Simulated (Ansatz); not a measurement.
We consider CsCl-type TlBr, described by B3LYP (VWN-RPA form) in Ansatz (plane waves, PAW).

Run with plane-wave cutoff 520 eV, 6×6×6 k mesh, scalar-relativistic PAW data made under PBE.

Computed at the level's own relaxed cell.

Hill averages of the elastic tensor: K = 17.1 GPa, G = 4.9 GPa. Volume 35.616 Å³/atom, mean atomic mass 142.144 u.

**Question.** Work out the density, the sound velocities of a polycrystal and the elastic Debye temperature at this level.

**Answer.** ρ = 1.66054 × 142.144/35.616 = 6.627 g/cm³. v_l = √[(K + 4G/3)/ρ] = 1.888 km/s and v_t = √(G/ρ) = 0.860 km/s. The mean follows from 3/v_m³ = 1/v_l³ + 2/v_t³: v_m = 0.969 km/s. Θ_D = (ħ/k_B) v_m (6π²/V)^(1/3) = 76.38 K Å s/km × 0.969 × 1.1847 Å⁻¹ = 88 K, counting all atoms of the cell.

Ansatz is a first-principles code.
